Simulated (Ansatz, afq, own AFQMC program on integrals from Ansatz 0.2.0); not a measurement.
Integrals from Ansatz 0.2.0, then the random walk in our own AFQMC program (afq).

```yaml
crystal:
  periodic: [false, false, false]
  atoms:
    - {symbol: Al, position_ang: [-2.606059, 0.000000, 0.000000]}
    - {symbol: H, position_ang: [-3.398982, 1.373384, 0.000000]}
    - {symbol: H, position_ang: [-3.398982, -1.373384, 0.000000]}
    - {symbol: H, position_ang: [-0.887059, 0.000000, 0.000000]}
    - {symbol: Br, position_ang: [0.976941, 0.000000, 0.000000]}
basis:
  gaussian: {orbitals: cc-pVTZ}
magnetization: {spin_polarized: true, initial_magnetization: 1}
correlation: {method: ccsd_t, electrons: outside_noble_gas, hamiltonian_folder: ham}
```

```sh
$ ansatz run in.yaml --threads 1 --pin off --events-out ev --progress --plain --max-ram 16896MiB --backend cuda --devices 0, --max-vram 18GiB
```

Options of the walk:

```
--method phaseless --trial cisd --walkers 900 --populations 20 --least-time 60 --time-step 0.005 --steps-per-block 50 --equilibration-blocks 28 --max-blocks 4000 --target-error 0.00021 --factor-cut 1e-05 --start spin_pure --seed 4004 --release-times 0.24,0.51,0.99,1.62,2.4 --release-step 0.03 --release-every 3 --taylor-order 6
```

Times are imaginary, in 1/Eh. The walk had a cap of 231 s. With eight or more populations the least sampling time is a fifth of least-time, and the error comes from their spread. Filled inner d shells are frozen with the cores.

afq prints:

```
orbitals 100  electrons 7 6  factors 658 of 725
reference energy -2816.07892025 Eh
CCSD correlation -0.28574835 Eh in 11 cycles, weight of the determinant in the CISD state 0.8639
energy of the start -2816.363628 Eh
 block  time / (1/Eh)  mean weight  energy / Eh
     1     0.250  0.9996  -2816.359293
     2     0.500  1.0000  -2816.361526
     3     0.750  0.9986  -2816.363890
     4     1.000  1.0001  -2816.367023
     5     1.250  0.9996  -2816.370368
     7     1.750  1.0000  -2816.371276
     9     2.250  1.0004  -2816.372174
    13     3.250  1.0000  -2816.372889
    19     4.750  0.9998  -2816.373761
    25     6.250  1.0003  -2816.373374
    31     7.750  1.0004  -2816.373783
    37     9.250  1.0009  -2816.374007
    43    10.750  1.0011  -2816.373691
    49    12.250  0.9998  -2816.373798
    55    13.750  0.9997  -2816.373860
    61    15.250  1.0001  -2816.375915
    67    16.750  1.0002  -2816.375998
    73    18.250  1.0002  -2816.375025
    79    19.750  1.0009  -2816.374528
    85    21.250  1.0001  -2816.373249
    91    22.750  1.0002  -2816.374217
    97    24.250  0.9997  -2816.372883
   103    25.750  1.0006  -2816.373986
   109    27.250  0.9998  -2816.374818
   115    28.750  0.9998  -2816.372369
   121    30.250  0.9997  -2816.375097
   127    31.750  0.9999  -2816.375956
error from the spread of 20 populations
released: time / (1/Eh)  energy / Eh  error  mean overlap
  0.24  -2816.374336  0.000145  0.9976
  0.51  -2816.374526  0.000160  0.9959
  0.99  -2816.374810  0.000166  0.9809
  1.62  -2816.374773  0.000172  0.9726
  2.40  -2816.375412  0.000307  0.9444
energy -2816.374281 +/- 0.000203 Eh
(rows thinned)
```

The run passed its tests (sampling time, drift between the halves within three errors, error under three times the target), which doesn't prove that it has relaxed.

Against this walk (error 5.5 meV) on the same determinant: CCSD(T) 29.1 meV higher. The error is statistical and leaves out the bias of the constraint. None of these is a sure reference here. The released energies move by 1.5 errors or more from one time to the next (meV from the phaseless value at times in 1/Eh: -1 ± 4 at 0.24, -7 ± 4 at 0.51, -14 ± 5 at 0.99, -13 ± 5 at 1.62, -31 ± 8 at 2.40), so they give no level; they do show a bias of the constraint, and the last of them that isn't too noisy lies 60 meV below CCSD(T).

Cautions: constraint bias not in the error; no relativity below Rb; no spin-orbit coupling; inner d shell frozen.

The walk took 82 s on 1 × NVIDIA H100 80GB HBM3 with 2 threads of AMD EPYC 7R13 Processor (Zen 3), on a shared host (the card was shared). The log's last line is the phaseless energy.

A walk keeps the symmetry of its determinant, which the program's search chose and which needn't be the lowest solution, so a lower state of the same spin and another symmetry isn't excluded.
